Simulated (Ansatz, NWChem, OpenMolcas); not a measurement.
## BH (SMILES [BH]): the electronic atomisation energy, rung by rung

BH has 2 atoms, charge 0, and is taken as a singlet. As SMILES, `[BH]`. The bond length is the measured one.

```xyz
2

B     0.0000    0.0000    0.0000
H     0.0000    0.0000    1.2324
```

Each level gives the electronic atomisation energy (eV). The values are calculated. Electronic energies at fixed atoms, without zero-point motion or spin-orbit coupling.

```csv
level,kind,program,value (eV),CPU time (all runs)
SVWN5/def2-TZVPPD,LDA,OpenMolcas,3.90,8.6 s
revPBE/def2-TZVPPD,GGA,OpenMolcas,3.47,10 s
M06-L/def2-TZVPPD,meta-GGA,NWChem,3.57,24 s
r2SCAN/def2-TZVPPD,meta-GGA,Ansatz,3.44,4.9 s
PBE0/def2-TZVPPD,global hybrid,OpenMolcas,3.49,10 s
HSE06/def2-TZVPPD,range-separated hybrid,Ansatz,3.50,1.8 s
MP3/def2-TZVPPD,perturbation theory,NWChem,3.58,12 s
CCSD/def2-TZVPPD,coupled cluster or CI,NWChem,3.60,18 s
FCI/3-21G,exact in the basis,Ansatz,3.02,0.17 s
```

The values span 3.02 to 3.90 eV. High-level rows in very small sets aren't better than simpler rows in larger ones. Times are those of the runs behind each value, whatever else they computed, on shared processors of several kinds: orders of magnitude only.
